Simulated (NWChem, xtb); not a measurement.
# How methods differ on BH3SO (SMILES OBS)

BH3SO has 6 atoms, charge 0, and is taken as a singlet. As SMILES, `OBS`. The coordinates come from a PBE0-D4/def2-TZVP relaxation. This is one conformer, not always the lowest.

```tsv
atom	x (Å)	y (Å)	z (Å)
O	-1.1044	-0.0904	-1.0018
B	0.0546	0.1697	-0.3581
S	0.3369	-0.3925	1.3421
H	-1.7531	-0.5871	-0.4954
H	0.8943	0.7836	-0.9419
H	1.5717	0.1166	1.4551
```

Each level gives the dipole moment (D). The values are calculated.

| level | kind | program | value (D) | CPU time |
| --- | --- | --- | --- | --- |
| GFN2-xTB | semi-empirical | xtb | 0.33 | under 2 s |
| GFN0-xTB | semi-empirical | xtb | 0.69 | under 2 s |
| GFN1-xTB | semi-empirical | xtb | 1.23 | under 2 s |
| HF/STO-3G | Hartree–Fock | NWChem | 0.72 | 1.3 s |
| HF/3-21G | Hartree–Fock | NWChem | 0.20 | 1.4 s |
| OLYP/def2-SVPD (density fitting with weigend coulomb fitting) | GGA | NWChem | 0.71 | 3.6 s |
| r2SCAN/6-31G | meta-GGA | NWChem | 0.63 | 3.4 s |
| B3LYP/6-31G* (Cartesian functions) | global hybrid | NWChem | 0.55 | 14 s |

The values span 0.20 to 1.23 D. Magnitudes only. Sets without polarisation functions give poor dipoles. Times are those of the runs behind each value, whatever else they computed, on shared processors of several kinds: orders of magnitude only.
